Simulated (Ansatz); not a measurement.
# CHAl (triplet): wB97M-V, B2PLYP, RPA-PBE over a scan of the distance Al1–C2, cc-pVDZ

How well do these functionals follow the top wave-function level for CHAl (triplet) over a scan of the distance Al1–C2?

Program: Ansatz 0.2.0, Gaussian basis. Level of theory: cc-pVDZ, all electrons in the functionals, frozen cores in the correlation of double hybrids and RPA. These are calculated values, not measurements.

Plan: wB97M-V, B2PLYP, RPA-PBE, at 1.727 Å; 1.916 Å; 2.104 Å; 2.671 Å; 3.614 Å; 5.216 Å.

## Step 1: The geometry

The geometry derives from a PBE0/def2-TZVP stationary point (not a proven minimum). One bond is set to the value named and the two fragments are kept rigid.

3 atoms, charge 0, spin multiplicity 3.

Atoms are counted from 1 here; the program's logs count them from 0.

Bond lengths: Al1–C2 1.916 Å, Al1–H3 1.601 Å. Angles: C2–Al1–H3 180.0°.

No dispersion term is added; wB97M-V holds VV10 nonlocal correlation.

The geometry shown and the zero of energy belong to the point 1.916 Å. The yardstick, FCI, and other wave-function levels (R restricted, U unrestricted, valence and pair active spaces) come from earlier runs.

## Step 2: wB97M-V, 1.727 Å

File in.yaml:

```yaml
crystal:
  periodic: [false, false, false]
  atoms:
    - {symbol: Al, position_ang: [0.000000, 0.000000, 0.042033]}
    - {symbol: C, position_ang: [0.000000, 0.000000, -1.684967]}
    - {symbol: H, position_ang: [0.000000, 0.000000, 1.642933]}
basis:
  gaussian: {orbitals: cc-pVDZ}
magnetization: {spin_polarized: true, initial_magnetization: 2}
hamiltonian: {xc: {name: wB97M-V}}
output: {orbitals: {seedname: orbitals}}
```

Launch:

```sh
> ansatz run in.yaml --threads 1 --pin off --events-out ev --progress --plain --max-ram 2624MiB --backend cpu
```

Standard output (excerpt; [...] marks lines left out):

```text
Functional definition: wB97M-V
  name "wB97M-V"
  cite "Mardirossian & Head-Gordon, J. Chem. Phys. 144, 214110 (2016) doi:10.1063/1.4952647"
  cite "Becke, J. Chem. Phys. 107, 8554 (1997) doi:10.1063/1.475007"
  cite "Vydrov & Van Voorhis, J. Chem. Phys. 133, 244103 (2010) doi:10.1063/1.3521275"
  # Of w^i u^j: cxij and so on, Table III.
[...]
  gx(w, u) = 1 - cx + cx01*u + cx10*w
  gss(w, u) = css00 + css04*u^4 + css10*w + css20*w^2 + css43*w^4*u^3
  gos(w, u) = cos00 + cos10*w + (cos20 + cos21*u)*w^2 + (cos60 + cos61*u)*w^6
[...]
      + integral(e_c_pw_mod_opposite_spin*gos(b97_w_opposite, b97_u_opposite)) + vv10(b, c)
357 factors; integrals over basis functions are off by at most 9.5e-4 eV
125 factors; integrals over basis functions are off by at most 1.9e-5 eV
[...]
mean field -7642.60661801 eV, -280.8606128669 hartree, gradient 1.2e-5 eV, S^2 2.006669; 1 other end points of the search recorded, 0 dependent functions left out
reference -7642.60665577 eV, -280.8606142546 hartree; 11, 9 occupied and 26, 28 virtual orbitals, 357 factors
Total energy: -7642.60665577 eV, -280.8606142546 hartree
```

Run time: 3.2 s. Hardware: 1 thread of AMD EPYC 7R13, shared host.

From the report: ⟨S²⟩ of the determinant 2.007 (pure triplet: 2.00).

## Step 3: wB97M-V, 1.916 Å

File in.yaml:

```yaml
crystal:
  periodic: [false, false, false]
  atoms:
    - {symbol: Al, position_ang: [0.000000, 0.000000, 0.105100]}
    - {symbol: C, position_ang: [0.000000, 0.000000, -1.811100]}
    - {symbol: H, position_ang: [0.000000, 0.000000, 1.706000]}
basis:
  gaussian: {orbitals: cc-pVDZ}
magnetization: {spin_polarized: true, initial_magnetization: 2}
hamiltonian: {xc: {name: wB97M-V}}
output: {orbitals: {seedname: orbitals}}
```

Same command.

Standard output (excerpt; [...] marks lines left out):

```text
Functional definition: wB97M-V
  name "wB97M-V"
  cite "Mardirossian & Head-Gordon, J. Chem. Phys. 144, 214110 (2016) doi:10.1063/1.4952647"
  cite "Becke, J. Chem. Phys. 107, 8554 (1997) doi:10.1063/1.475007"
  cite "Vydrov & Van Voorhis, J. Chem. Phys. 133, 244103 (2010) doi:10.1063/1.3521275"
  # Of w^i u^j: cxij and so on, Table III.
[...]
  gx(w, u) = 1 - cx + cx01*u + cx10*w
  gss(w, u) = css00 + css04*u^4 + css10*w + css20*w^2 + css43*w^4*u^3
  gos(w, u) = cos00 + cos10*w + (cos20 + cos21*u)*w^2 + (cos60 + cos61*u)*w^6
[...]
      + integral(e_c_pw_mod_opposite_spin*gos(b97_w_opposite, b97_u_opposite)) + vv10(b, c)
357 factors; integrals over basis functions are off by at most 9.9e-4 eV
125 factors; integrals over basis functions are off by at most 1.9e-5 eV
[...]
mean field -7643.02114791 eV, -280.8758465598 hartree, gradient 3.3e-5 eV, S^2 2.013433; 1 other end points of the search recorded, 0 dependent functions left out
reference -7643.02118510 eV, -280.8758479265 hartree; 11, 9 occupied and 26, 28 virtual orbitals, 357 factors
Total energy: -7643.02118510 eV, -280.8758479265 hartree
```

Run time: 3.2 s. Hardware: 1 thread of AMD EPYC 7R13, shared host.

From the report: ⟨S²⟩ of the determinant 2.013 (pure triplet: 2.00).

## Step 4: wB97M-V, 2.104 Å

File in.yaml:

```yaml
crystal:
  periodic: [false, false, false]
  atoms:
    - {symbol: Al, position_ang: [0.000000, 0.000000, 0.167700]}
    - {symbol: C, position_ang: [0.000000, 0.000000, -1.936300]}
    - {symbol: H, position_ang: [0.000000, 0.000000, 1.768600]}
basis:
  gaussian: {orbitals: cc-pVDZ}
magnetization: {spin_polarized: true, initial_magnetization: 2}
hamiltonian: {xc: {name: wB97M-V}}
output: {orbitals: {seedname: orbitals}}
```

The command is unchanged.

Standard output (excerpt; [...] marks lines left out):

```text
Functional definition: wB97M-V
  name "wB97M-V"
  cite "Mardirossian & Head-Gordon, J. Chem. Phys. 144, 214110 (2016) doi:10.1063/1.4952647"
  cite "Becke, J. Chem. Phys. 107, 8554 (1997) doi:10.1063/1.475007"
  cite "Vydrov & Van Voorhis, J. Chem. Phys. 133, 244103 (2010) doi:10.1063/1.3521275"
  # Of w^i u^j: cxij and so on, Table III.
[...]
  gx(w, u) = 1 - cx + cx01*u + cx10*w
  gss(w, u) = css00 + css04*u^4 + css10*w + css20*w^2 + css43*w^4*u^3
  gos(w, u) = cos00 + cos10*w + (cos20 + cos21*u)*w^2 + (cos60 + cos61*u)*w^6
[...]
      + integral(e_c_pw_mod_opposite_spin*gos(b97_w_opposite, b97_u_opposite)) + vv10(b, c)
357 factors; integrals over basis functions are off by at most 1.0e-3 eV
125 factors; integrals over basis functions are off by at most 2.9e-5 eV
[...]
mean field -7642.82922075 eV, -280.8687933667 hartree, gradient 1.2e-5 eV, S^2 2.032599; 0 other end points of the search recorded, 0 dependent functions left out
reference -7642.82925776 eV, -280.8687947269 hartree; 11, 9 occupied and 26, 28 virtual orbitals, 357 factors
Total energy: -7642.82925776 eV, -280.8687947269 hartree
```

Wall time 3 s (1 thread of AMD EPYC 7R13, shared host).

From the report: ⟨S²⟩ of the determinant 2.033 (pure triplet: 2.00).

From 1.916 Å: +4.4 kcal/mol.

## Step 5: wB97M-V, 2.671 Å

File in.yaml:

```yaml
crystal:
  periodic: [false, false, false]
  atoms:
    - {symbol: Al, position_ang: [0.000000, 0.000000, 0.356700]}
    - {symbol: C, position_ang: [0.000000, 0.000000, -2.314300]}
    - {symbol: H, position_ang: [0.000000, 0.000000, 1.957600]}
basis:
  gaussian: {orbitals: cc-pVDZ}
magnetization: {spin_polarized: true, initial_magnetization: 2}
hamiltonian: {xc: {name: wB97M-V}}
output: {orbitals: {seedname: orbitals}}
```

Launched as before.

Standard output (excerpt; [...] marks lines left out):

```text
Functional definition: wB97M-V
  name "wB97M-V"
  cite "Mardirossian & Head-Gordon, J. Chem. Phys. 144, 214110 (2016) doi:10.1063/1.4952647"
  cite "Becke, J. Chem. Phys. 107, 8554 (1997) doi:10.1063/1.475007"
  cite "Vydrov & Van Voorhis, J. Chem. Phys. 133, 244103 (2010) doi:10.1063/1.3521275"
  # Of w^i u^j: cxij and so on, Table III.
[...]
  gx(w, u) = 1 - cx + cx01*u + cx10*w
  gss(w, u) = css00 + css04*u^4 + css10*w + css20*w^2 + css43*w^4*u^3
  gos(w, u) = cos00 + cos10*w + (cos20 + cos21*u)*w^2 + (cos60 + cos61*u)*w^6
[...]
      + integral(e_c_pw_mod_opposite_spin*gos(b97_w_opposite, b97_u_opposite)) + vv10(b, c)
357 factors; integrals over basis functions are off by at most 1.1e-3 eV
125 factors; integrals over basis functions are off by at most 4.4e-5 eV
[...]
mean field -7641.70274101 eV, -280.8273960001 hartree, gradient 6.8e-5 eV, S^2 2.067409; 1 other end points of the search recorded, 0 dependent functions left out
reference -7641.70277872 eV, -280.8273973857 hartree; 11, 9 occupied and 26, 28 virtual orbitals, 357 factors
Total energy: -7641.70277872 eV, -280.8273973857 hartree
```

Run time: 4 s. Hardware: 1 thread of AMD EPYC 7R13, shared host.

From the report: ⟨S²⟩ of the determinant 2.067 (pure triplet: 2.00).

From 1.916 Å: +30.4 kcal/mol.

## Step 6: wB97M-V, 3.614 Å

File in.yaml:

```yaml
crystal:
  periodic: [false, false, false]
  atoms:
    - {symbol: Al, position_ang: [0.000000, 0.000000, 0.671033]}
    - {symbol: C, position_ang: [0.000000, 0.000000, -2.942967]}
    - {symbol: H, position_ang: [0.000000, 0.000000, 2.271933]}
basis:
  gaussian: {orbitals: cc-pVDZ}
magnetization: {spin_polarized: true, initial_magnetization: 2}
hamiltonian: {xc: {name: wB97M-V}}
output: {forces: true, orbitals: {seedname: orbitals}}
```

Same command.

Standard output (excerpt; [...] marks lines left out):

```text
Functional definition: wB97M-V
  name "wB97M-V"
  cite "Mardirossian & Head-Gordon, J. Chem. Phys. 144, 214110 (2016) doi:10.1063/1.4952647"
  cite "Becke, J. Chem. Phys. 107, 8554 (1997) doi:10.1063/1.475007"
  cite "Vydrov & Van Voorhis, J. Chem. Phys. 133, 244103 (2010) doi:10.1063/1.3521275"
  # Of w^i u^j: cxij and so on, Table III.
[...]
  gx(w, u) = 1 - cx + cx01*u + cx10*w
  gss(w, u) = css00 + css04*u^4 + css10*w + css20*w^2 + css43*w^4*u^3
  gos(w, u) = cos00 + cos10*w + (cos20 + cos21*u)*w^2 + (cos60 + cos61*u)*w^6
[...]
      + integral(e_c_pw_mod_opposite_spin*gos(b97_w_opposite, b97_u_opposite)) + vv10(b, c)
357 factors; integrals over basis functions are off by at most 1.1e-3 eV
125 factors; integrals over basis functions are off by at most 5.1e-5 eV
[...]
mean field -7640.95809234 eV, -280.8000306661 hartree, gradient 2.2e-7 eV, S^2 2.006400; 1 other end points of the search recorded, 0 dependent functions left out
[...]
reference -7640.95813365 eV, -280.8000321841 hartree; 11, 9 occupied and 26, 28 virtual orbitals, 357 factors
Total energy: -7640.95813365 eV, -280.8000321841 hartree
Atom 0 at     0.000000     0.000000     0.671033 Å, force     0.000000    -0.000000    -0.977442 eV/Å
Atom 1 at     0.000000     0.000000    -2.942967 Å, force     0.000000     0.000000     0.303372 eV/Å
Atom 2 at     0.000000     0.000000     2.271933 Å, force    -0.000000    -0.000000     0.674071 eV/Å
Dipole moment:    -0.000000     0.000000     0.259576 e Å
```

Run time: 6 s. Hardware: 1 thread of AMD EPYC 7R13, shared host.

From the report: ⟨S²⟩ of the determinant 2.006 (pure triplet: 2.00).

From 1.916 Å: +47.6 kcal/mol.

## Step 7: wB97M-V, 5.216 Å

File in.yaml:

```yaml
crystal:
  periodic: [false, false, false]
  atoms:
    - {symbol: Al, position_ang: [0.000000, 0.000000, -1.205033]}
    - {symbol: C, position_ang: [0.000000, 0.000000, 4.010967]}
    - {symbol: H, position_ang: [0.000000, 0.000000, -2.805933]}
basis:
  gaussian: {orbitals: cc-pVDZ}
magnetization: {spin_polarized: true, initial_magnetization: 2}
hamiltonian: {xc: {name: wB97M-V}}
output: {forces: true, orbitals: {seedname: orbitals}}
```

The command is unchanged.

Standard output (excerpt; [...] marks lines left out):

```text
Functional definition: wB97M-V
  name "wB97M-V"
  cite "Mardirossian & Head-Gordon, J. Chem. Phys. 144, 214110 (2016) doi:10.1063/1.4952647"
  cite "Becke, J. Chem. Phys. 107, 8554 (1997) doi:10.1063/1.475007"
  cite "Vydrov & Van Voorhis, J. Chem. Phys. 133, 244103 (2010) doi:10.1063/1.3521275"
  # Of w^i u^j: cxij and so on, Table III.
[...]
  gx(w, u) = 1 - cx + cx01*u + cx10*w
  gss(w, u) = css00 + css04*u^4 + css10*w + css20*w^2 + css43*w^4*u^3
  gos(w, u) = cos00 + cos10*w + (cos20 + cos21*u)*w^2 + (cos60 + cos61*u)*w^6
[...]
      + integral(e_c_pw_mod_opposite_spin*gos(b97_w_opposite, b97_u_opposite)) + vv10(b, c)
357 factors; integrals over basis functions are off by at most 1.1e-3 eV
125 factors; integrals over basis functions are off by at most 5.5e-5 eV
[...]
mean field -7640.78492189 eV, -280.7936667693 hartree, gradient 4.4e-9 eV, S^2 2.001433; 2 other end points of the search recorded, 0 dependent functions left out
[...]
reference -7640.78496503 eV, -280.7936683548 hartree; 11, 9 occupied and 26, 28 virtual orbitals, 357 factors
Total energy: -7640.78496503 eV, -280.7936683548 hartree
Atom 0 at     0.000000     0.000000    -1.205033 Å, force     0.000000    -0.000000     0.798631 eV/Å
Atom 1 at     0.000000     0.000000     4.010967 Å, force    -0.000000     0.000000    -0.026171 eV/Å
Atom 2 at     0.000000     0.000000    -2.805933 Å, force    -0.000000    -0.000000    -0.772460 eV/Å
Dipole moment:     0.000000    -0.000000    -0.053781 e Å
```

Wall time 16 s (1 thread of AMD EPYC 7R13, shared host).

From the report: ⟨S²⟩ of the determinant 2.001 (pure triplet: 2.00).

From 1.916 Å: +51.6 kcal/mol.

## Step 8: B2PLYP, 1.727 Å

File in.yaml:

```yaml
crystal:
  periodic: [false, false, false]
  atoms:
    - {symbol: Al, position_ang: [0.000000, 0.000000, 0.042033]}
    - {symbol: C, position_ang: [0.000000, 0.000000, -1.684967]}
    - {symbol: H, position_ang: [0.000000, 0.000000, 1.642933]}
basis:
  gaussian: {orbitals: cc-pVDZ}
magnetization: {spin_polarized: true, initial_magnetization: 2}
hamiltonian: {xc: {name: B2PLYP}}
correlation: {electrons: outside_noble_gas}
```

The command is unchanged.

Standard output (excerpt; [...] marks lines left out):

```text
Functional definition: B2PLYP
  name "B2PLYP"
  cite "Grimme, J. Chem. Phys. 124, 034108 (2006) doi:10.1063/1.2148954"
  cite "Becke, Phys. Rev. A 38, 3098 (1988) doi:10.1103/PhysRevA.38.3098"
  cite "Lee, Yang & Parr, Phys. Rev. B 37, 785 (1988) doi:10.1103/PhysRevB.37.785"
[...]
357 factors; integrals over basis functions are off by at most 9.5e-4 eV
[...]
mean field -7637.71459153 eV, -280.6808342097 hartree, gradient 5.4e-7 eV, S^2 2.004623; 4 other end points of the search recorded, 0 dependent functions left out
6 core orbitals not correlated: weight in the atoms' cores, before any rotation towards them, 1.000 or more for the frozen orbitals, at most 0.000 for the correlated occupied ones
reference -7637.71471640 eV, -280.6808387987 hartree; 5, 3 occupied and 26, 28 virtual orbitals, 357 factors
second order -5.05144479 eV of doubles, -0.00000000 eV of singles
Total energy: -7639.07860649 eV, -280.7309608352 hartree
```

It took 1.8 s on 1 thread of AMD EPYC 7R13, shared host.

From the report: ⟨S²⟩ of the determinant 2.005 (pure triplet: 2.00).

## Step 9: B2PLYP, 1.916 Å

File in.yaml:

```yaml
crystal:
  periodic: [false, false, false]
  atoms:
    - {symbol: Al, position_ang: [0.000000, 0.000000, 0.105100]}
    - {symbol: C, position_ang: [0.000000, 0.000000, -1.811100]}
    - {symbol: H, position_ang: [0.000000, 0.000000, 1.706000]}
basis:
  gaussian: {orbitals: cc-pVDZ}
magnetization: {spin_polarized: true, initial_magnetization: 2}
hamiltonian: {xc: {name: B2PLYP}}
correlation: {electrons: outside_noble_gas}
```

The command is unchanged.

Standard output (excerpt; [...] marks lines left out):

```text
Functional definition: B2PLYP
  name "B2PLYP"
  cite "Grimme, J. Chem. Phys. 124, 034108 (2006) doi:10.1063/1.2148954"
  cite "Becke, Phys. Rev. A 38, 3098 (1988) doi:10.1103/PhysRevA.38.3098"
  cite "Lee, Yang & Parr, Phys. Rev. B 37, 785 (1988) doi:10.1103/PhysRevB.37.785"
[...]
357 factors; integrals over basis functions are off by at most 9.9e-4 eV
[...]
mean field -7638.12312642 eV, -280.6958475903 hartree, gradient 2.1e-6 eV, S^2 2.004437; 4 other end points of the search recorded, 0 dependent functions left out
6 core orbitals not correlated: weight in the atoms' cores, before any rotation towards them, 1.000 or more for the frozen orbitals, at most 0.000 for the correlated occupied ones
reference -7638.12324959 eV, -280.6958521167 hartree; 5, 3 occupied and 26, 28 virtual orbitals, 357 factors
second order -5.30367948 eV of doubles, -0.00000000 eV of singles
Total energy: -7639.55524305 eV, -280.7484769057 hartree
```

It took 1.2 s on 1 thread of AMD EPYC 7R13, shared host.

From the report: ⟨S²⟩ of the determinant 2.004 (pure triplet: 2.00).

## Step 10: B2PLYP, 2.104 Å

File in.yaml:

```yaml
crystal:
  periodic: [false, false, false]
  atoms:
    - {symbol: Al, position_ang: [0.000000, 0.000000, 0.167700]}
    - {symbol: C, position_ang: [0.000000, 0.000000, -1.936300]}
    - {symbol: H, position_ang: [0.000000, 0.000000, 1.768600]}
basis:
  gaussian: {orbitals: cc-pVDZ}
magnetization: {spin_polarized: true, initial_magnetization: 2}
hamiltonian: {xc: {name: B2PLYP}}
correlation: {electrons: outside_noble_gas}
```

Same command.

Standard output (excerpt; [...] marks lines left out):

```text
Functional definition: B2PLYP
  name "B2PLYP"
  cite "Grimme, J. Chem. Phys. 124, 034108 (2006) doi:10.1063/1.2148954"
  cite "Becke, Phys. Rev. A 38, 3098 (1988) doi:10.1103/PhysRevA.38.3098"
  cite "Lee, Yang & Parr, Phys. Rev. B 37, 785 (1988) doi:10.1103/PhysRevB.37.785"
[...]
357 factors; integrals over basis functions are off by at most 1.0e-3 eV
[...]
mean field -7637.95194022 eV, -280.6895566133 hartree, gradient 3.0e-6 eV, S^2 2.012266; 4 other end points of the search recorded, 0 dependent functions left out
6 core orbitals not correlated: weight in the atoms' cores, before any rotation towards them, 1.000 or more for the frozen orbitals, at most 0.000 for the correlated occupied ones
reference -7637.95206218 eV, -280.6895610951 hartree; 5, 3 occupied and 26, 28 virtual orbitals, 357 factors
second order -5.35687858 eV of doubles, -0.00000000 eV of singles
Total energy: -7639.39841939 eV, -280.7427137424 hartree
```

It took 1.3 s on 1 thread of AMD EPYC 7R13, shared host.

From the report: ⟨S²⟩ of the determinant 2.012 (pure triplet: 2.00).

From 1.916 Å: +3.6 kcal/mol.

## Step 11: B2PLYP, 2.671 Å

File in.yaml:

```yaml
crystal:
  periodic: [false, false, false]
  atoms:
    - {symbol: Al, position_ang: [0.000000, 0.000000, 0.356700]}
    - {symbol: C, position_ang: [0.000000, 0.000000, -2.314300]}
    - {symbol: H, position_ang: [0.000000, 0.000000, 1.957600]}
basis:
  gaussian: {orbitals: cc-pVDZ}
magnetization: {spin_polarized: true, initial_magnetization: 2}
hamiltonian: {xc: {name: B2PLYP}}
correlation: {electrons: outside_noble_gas}
```

Same command.

Standard output (excerpt; [...] marks lines left out):

```text
Functional definition: B2PLYP
  name "B2PLYP"
  cite "Grimme, J. Chem. Phys. 124, 034108 (2006) doi:10.1063/1.2148954"
  cite "Becke, Phys. Rev. A 38, 3098 (1988) doi:10.1103/PhysRevA.38.3098"
  cite "Lee, Yang & Parr, Phys. Rev. B 37, 785 (1988) doi:10.1103/PhysRevB.37.785"
[...]
357 factors; integrals over basis functions are off by at most 1.1e-3 eV
[...]
mean field -7637.06232394 eV, -280.6568638180 hartree, gradient 1.1e-6 eV, S^2 2.033913; 6 other end points of the search recorded, 0 dependent functions left out
6 core orbitals not correlated: weight in the atoms' cores, before any rotation towards them, 1.000 or more for the frozen orbitals, at most 0.000 for the correlated occupied ones
reference -7637.06245228 eV, -280.6568685343 hartree; 5, 3 occupied and 26, 28 virtual orbitals, 357 factors
second order -4.36299215 eV of doubles, -0.00000000 eV of singles
Total energy: -7638.24046016 eV, -280.7001595254 hartree
```

Run time: 2 s. Hardware: 1 thread of AMD EPYC 7R13, shared host.

From the report: ⟨S²⟩ of the determinant 2.034 (pure triplet: 2.00).

From 1.916 Å: +30.3 kcal/mol.

## Step 12: B2PLYP, 3.614 Å

File in.yaml:

```yaml
crystal:
  periodic: [false, false, false]
  atoms:
    - {symbol: Al, position_ang: [0.000000, 0.000000, 0.671033]}
    - {symbol: C, position_ang: [0.000000, 0.000000, -2.942967]}
    - {symbol: H, position_ang: [0.000000, 0.000000, 2.271933]}
basis:
  gaussian: {orbitals: cc-pVDZ}
magnetization: {spin_polarized: true, initial_magnetization: 2}
hamiltonian: {xc: {name: B2PLYP}}
correlation: {electrons: outside_noble_gas}
```

Launched as before.

Standard output (excerpt; [...] marks lines left out):

```text
Functional definition: B2PLYP
  name "B2PLYP"
  cite "Grimme, J. Chem. Phys. 124, 034108 (2006) doi:10.1063/1.2148954"
  cite "Becke, Phys. Rev. A 38, 3098 (1988) doi:10.1103/PhysRevA.38.3098"
  cite "Lee, Yang & Parr, Phys. Rev. B 37, 785 (1988) doi:10.1103/PhysRevB.37.785"
[...]
357 factors; integrals over basis functions are off by at most 1.1e-3 eV
[...]
mean field -7636.53476541 eV, -280.6374763996 hartree, gradient 8.9e-6 eV, S^2 2.006461; 6 other end points of the search recorded, 0 dependent functions left out
6 core orbitals not correlated: weight in the atoms' cores, before any rotation towards them, 1.000 or more for the frozen orbitals, at most 0.000 for the correlated occupied ones
reference -7636.53490133 eV, -280.6374813946 hartree; 5, 3 occupied and 26, 28 virtual orbitals, 357 factors
second order -3.69184246 eV of doubles, -0.00000000 eV of singles
Total energy: -7637.53169880 eV, -280.6741130258 hartree
```

Run time: 1.7 s. Hardware: 1 thread of AMD EPYC 7R13, shared host.

From the report: ⟨S²⟩ of the determinant 2.006 (pure triplet: 2.00).

From 1.916 Å: +46.7 kcal/mol.

## Step 13: B2PLYP, 5.216 Å

File in.yaml:

```yaml
crystal:
  periodic: [false, false, false]
  atoms:
    - {symbol: Al, position_ang: [0.000000, 0.000000, -1.205033]}
    - {symbol: C, position_ang: [0.000000, 0.000000, 4.010967]}
    - {symbol: H, position_ang: [0.000000, 0.000000, -2.805933]}
basis:
  gaussian: {orbitals: cc-pVDZ}
magnetization: {spin_polarized: true, initial_magnetization: 2}
hamiltonian: {xc: {name: B2PLYP}}
correlation: {electrons: outside_noble_gas}
```

Same command.

Standard output (excerpt; [...] marks lines left out):

```text
Functional definition: B2PLYP
  name "B2PLYP"
  cite "Grimme, J. Chem. Phys. 124, 034108 (2006) doi:10.1063/1.2148954"
  cite "Becke, Phys. Rev. A 38, 3098 (1988) doi:10.1103/PhysRevA.38.3098"
  cite "Lee, Yang & Parr, Phys. Rev. B 37, 785 (1988) doi:10.1103/PhysRevB.37.785"
[...]
357 factors; integrals over basis functions are off by at most 1.1e-3 eV
[...]
mean field -7636.40435247 eV, -280.6326838124 hartree, gradient 3.5e-9 eV, S^2 2.003793; 7 other end points of the search recorded, 0 dependent functions left out
6 core orbitals not correlated: weight in the atoms' cores, before any rotation towards them, 1.000 or more for the frozen orbitals, at most 0.000 for the correlated occupied ones
reference -7636.40449839 eV, -280.6326891750 hartree; 5, 3 occupied and 26, 28 virtual orbitals, 357 factors
second order -3.58251538 eV of doubles, -0.00000000 eV of singles
Total energy: -7637.37177754 eV, -280.6682360282 hartree
```

Run time: 4.7 s. Hardware: 1 thread of AMD EPYC 7R13, shared host.

From the report: ⟨S²⟩ of the determinant 2.004 (pure triplet: 2.00).

From 1.916 Å: +50.4 kcal/mol.

[end of part 1 of 2]
